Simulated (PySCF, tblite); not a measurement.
Isomers of C3H3FNS (doublet state), one GFN2-xTB conformer each. Single-point energies are computed at B3LYP/pcH-1 (PySCF, gas phase, no added dispersion term), electronic only. GFN2-xTB treats the open shell by occupation alone, and not every SCF solution was tested for stability.

Question: Rank them by B3LYP/pcH-1 energy, lowest first (kJ/mol).
A. `[N:1]#[C:2][C@@H:3]([F:4])[CH:5][SH:6]` (doublet state) with C2–C3–C5–S6 -76°, C3–C5–S6–H -23°
B. `[N:1]#[C:2][C:3]([F:4])[CH2:5][SH:6]` (doublet state) with C2–C3–C5–S6 85°, C3–C5–S6–H 64°

Answer: B (0.0), A (28.2).

GFN2-xTB itself gives, in the same order: 0.0, 29.4. Both levels put the same isomer lowest.

Question: What happens when harmonic zero-point energies from GFN2-xTB frequencies are added?

Answer: 
```csv
SMILES,ZPE (kJ/mol),electronic (kJ/mol),with ZPE (kJ/mol)
N#C[C](F)CS,133.3,0.0,0.0
N#C[C@@H](F)[CH]S,132.3,28.2,27.1
```

The zero-point energies span 1.0 kJ/mol. The order is unchanged.
